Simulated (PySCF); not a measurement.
Record of a relaxation.

Compound: 1,2,3-trifluoropropane, C3H5F3.
Atom-mapped SMILES: `[F:1][CH2:2][CH:3]([F:4])[CH2:5][F:6]` (hydrogens: H7, H8 on C2; H9 on C3; H10, H11 on C5)

Computed by this run: PySCF, PBE0-D3(BJ)/def2-SVP geometry optimisation, gas phase; density fitting, grid level 1; the optimiser is geomeTRIC in internal coordinates, started from a GFN2-xTB structure with every atom displaced at random (about 0.01 Å). The frame can shift and turn from step to step; on so coarse a grid that alone can change the energy by a few meV, and forces under 0.02 eV/Å are noise.

Step 0: E = -11322.5946 eV, largest atomic force 1.137 eV/Å
```
atom  x, y, z in Å  |  force x, y, z in eV/Å
F1     -1.152    1.506   -0.322    0.078   1.117   0.014
C2     -1.262    0.162   -0.279    1.117  -0.161   0.066
C3     -0.072   -0.433    0.439    0.874   0.527   0.222
F4     -0.102   -0.165    1.792   -0.285   0.326  -0.026
C5      1.278    0.108   -0.080   -0.401  -0.320   0.458
F6      1.544   -0.443   -1.290    0.009  -0.259  -0.635
H7     -1.273   -0.198   -1.309   -0.121  -0.424  -0.312
H8     -2.166   -0.077    0.245   -0.940  -0.496   0.404
H9     -0.080   -1.518    0.360   -0.037  -0.548  -0.391
H10     2.090   -0.164    0.621   -0.246   0.035   0.057
H11     1.234    1.197   -0.192   -0.048   0.203   0.143
```

Step 1: E = -11322.6534 eV, largest atomic force 0.433 eV/Å
```
atom  x, y, z in Å  |  force x, y, z in eV/Å
F1     -0.714    1.781   -0.650    0.055  -0.380   0.116
C2     -1.032    0.444   -0.642   -0.192  -0.057   0.007
C3     -0.253   -0.344    0.378    0.145  -0.036  -0.164
F4     -0.679    0.020    1.623    0.024   0.064   0.428
C5      1.256   -0.206    0.333   -0.161   0.077  -0.256
F6      1.686   -0.723   -0.866    0.047   0.064   0.180
H7     -0.876    0.023   -1.650    0.017   0.058   0.059
H8     -2.091    0.313   -0.339    0.079   0.217  -0.278
H9     -0.494   -1.411    0.215   -0.065  -0.017  -0.012
H10     1.695   -0.769    1.176    0.032   0.053  -0.109
H11     1.545    0.857    0.399    0.018  -0.043   0.029
```

Step 2: E = -11322.6933 eV, largest atomic force 0.136 eV/Å
```
atom  x, y, z in Å  |  force x, y, z in eV/Å
F1     -0.640    1.741   -0.617    0.030   0.082   0.008
C2     -1.028    0.430   -0.632   -0.067   0.023   0.092
C3     -0.269   -0.366    0.397   -0.015  -0.119  -0.064
F4     -0.664    0.000    1.662    0.008   0.008  -0.030
C5      1.234   -0.197    0.318    0.036   0.017  -0.108
F6      1.665   -0.697   -0.884   -0.011   0.022   0.022
H7     -0.849    0.015   -1.637    0.036  -0.055   0.012
H8     -2.105    0.369   -0.396    0.019   0.023  -0.054
H9     -0.515   -1.433    0.236   -0.008   0.011   0.080
H10     1.710   -0.749    1.144    0.009  -0.006   0.012
H11     1.503    0.870    0.386   -0.038  -0.004   0.030
```

Step 3: E = -11322.6964 eV, largest atomic force 0.054 eV/Å
```
atom  x, y, z in Å  |  force x, y, z in eV/Å
F1     -0.612    1.736   -0.609   -0.010   0.029  -0.003
C2     -1.023    0.430   -0.626   -0.012  -0.021  -0.011
C3     -0.275   -0.376    0.402   -0.029  -0.020  -0.007
F4     -0.660   -0.003    1.668    0.010   0.006  -0.002
C5      1.226   -0.197    0.311    0.049  -0.011  -0.019
F6      1.654   -0.683   -0.897   -0.007   0.015   0.013
H7     -0.832    0.004   -1.625    0.007   0.001  -0.016
H8     -2.104    0.390   -0.413    0.002   0.001   0.003
H9     -0.525   -1.443    0.252   -0.008   0.015   0.030
H10     1.716   -0.747    1.130    0.007  -0.015  -0.005
H11     1.478    0.872    0.385   -0.009  -0.001   0.017
```

Step 4: E = -11322.6971 eV, largest atomic force 0.023 eV/Å
```
atom  x, y, z in Å  |  force x, y, z in eV/Å
F1     -0.614    1.737   -0.612    0.001   0.001   0.004
C2     -1.024    0.430   -0.627    0.006  -0.018  -0.013
C3     -0.276   -0.375    0.403   -0.001   0.012  -0.006
F4     -0.657    0.000    1.669    0.004   0.013  -0.003
C5      1.227   -0.199    0.310    0.003  -0.009  -0.008
F6      1.653   -0.677   -0.901   -0.003   0.012   0.005
H7     -0.831    0.003   -1.625    0.003   0.007  -0.001
H8     -2.105    0.391   -0.415   -0.003  -0.010   0.007
H9     -0.529   -1.441    0.258   -0.009   0.000   0.012
H10     1.719   -0.754    1.125   -0.001  -0.011  -0.010
H11     1.479    0.870    0.392    0.000   0.003   0.013
```

Step 5: E = -11322.6979 eV, largest atomic force 0.052 eV/Å
```
atom  x, y, z in Å  |  force x, y, z in eV/Å
F1     -0.615    1.736   -0.616    0.000  -0.030   0.004
C2     -1.023    0.429   -0.628    0.020   0.003  -0.012
C3     -0.277   -0.373    0.406    0.034   0.032   0.000
F4     -0.650    0.014    1.671   -0.005   0.013  -0.004
C5      1.228   -0.203    0.309   -0.048   0.002   0.020
F6      1.647   -0.659   -0.913    0.007   0.000  -0.012
H7     -0.826   -0.002   -1.625   -0.006   0.012   0.014
H8     -2.104    0.389   -0.418   -0.007  -0.009   0.002
H9     -0.539   -1.438    0.271   -0.003  -0.020  -0.006
H10     1.722   -0.774    1.111   -0.002  -0.004  -0.011
H11     1.480    0.864    0.410    0.009   0.000   0.005
```

Step 6: E = -11322.6981 eV, largest atomic force 0.039 eV/Å
```
atom  x, y, z in Å  |  force x, y, z in eV/Å
F1     -0.615    1.735   -0.619    0.001  -0.021   0.003
C2     -1.022    0.427   -0.630    0.013   0.011  -0.006
C3     -0.277   -0.371    0.407    0.019   0.015  -0.001
F4     -0.649    0.023    1.670   -0.005   0.005  -0.001
C5      1.228   -0.205    0.309   -0.032   0.008   0.021
F6      1.645   -0.648   -0.918    0.006  -0.004  -0.015
H7     -0.824   -0.004   -1.625   -0.005   0.003   0.006
H8     -2.104    0.387   -0.421   -0.003  -0.005  -0.001
H9     -0.543   -1.436    0.277    0.001  -0.011  -0.005
H10     1.722   -0.787    1.103   -0.001  -0.001  -0.004
H11     1.483    0.861    0.423    0.006  -0.001   0.002
```

Step 7: E = -11322.6982 eV, largest atomic force under 0.02 eV/Å
```
atom  x, y, z in Å  |  force x, y, z in eV/Å
F1     -0.614    1.734   -0.620    0.000  -0.006   0.000
C2     -1.021    0.427   -0.632    0.004   0.007  -0.001
C3     -0.277   -0.370    0.407    0.003   0.000  -0.002
F4     -0.651    0.026    1.669   -0.003  -0.001   0.000
C5      1.227   -0.205    0.311   -0.007   0.005   0.010
F6      1.644   -0.644   -0.917    0.002  -0.002  -0.006
H7     -0.823   -0.005   -1.627   -0.002  -0.001   0.001
H8     -2.103    0.386   -0.423    0.000   0.000  -0.001
H9     -0.544   -1.436    0.278    0.002  -0.001  -0.001
H10     1.720   -0.791    1.103    0.000   0.000   0.000
H11     1.484    0.860    0.429    0.001  -0.001   0.001
```

**Question.** Summarise the path.

**Answer.** The energy falls by 2.39 kcal/mol from step 0 to step 7; nine tenths of that is first reached at step 2. It falls at every step. The largest force goes from 1.137 to under 0.02 eV/Å. Among the bonds C2–H8 changes most, from 1.072 to 1.103 Å; the atoms move by 0.117 Å rms after alignment.

**Question.** Follow the three bonds and two angles with the largest change from start to end.

**Answer.** 
| step | E above end (kcal/mol) | largest force (eV/Å) | C2–H8 (Å) | C3–C5 (Å) | F1–C2 (Å) | F4–C3–H9 (°) | H7–C2–H8 (°) |
| --- | --- | --- | --- | --- | --- | --- | --- |
| 0 | 2.39 | 1.137 | 1.072 | 1.545 | 1.349 | 105.4 | 112.3 |
| 1 | 1.03 | 0.433 | 1.109 | 1.516 | 1.374 | 108.8 | 109.9 |
| 2 | 0.11 | 0.136 | 1.104 | 1.515 | 1.368 | 109.1 | 109.5 |
| 3 | 0.04 | 0.054 | 1.103 | 1.515 | 1.369 | 108.9 | 109.4 |
| 4 | 0.03 | 0.023 | 1.102 | 1.516 | 1.369 | 108.7 | 109.4 |
| 5 | 0.01 | 0.052 | 1.102 | 1.517 | 1.370 | 108.6 | 109.5 |
| 6 | 0.00 | 0.039 | 1.103 | 1.517 | 1.370 | 108.6 | 109.5 |
| 7 | 0.00 | under 0.02 | 1.103 | 1.516 | 1.369 | 108.6 | 109.4 |

What follows is the cost of the whole optimisation. Hardware: AMD EPYC 9R45, one thread (shared host). Cost: 15 s wall, 0.46 GiB resident at most.
